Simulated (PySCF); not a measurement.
# F, SMILES `[F]` (charge 0, multiplicity 2)

The numbers are results of M06-2X/def2-TZVP run with PySCF, not measurements.

```yaml
highest_occupied_spin_orbital: -14.77 eV
dipole_moment: 0.00 D
total_energy: -99.7338 Ha
cost: about 8 core-seconds (a rough figure)
```

```xyz
1

F      0.0000     0.0000     0.0000
```
Charge 0, spin multiplicity 2.
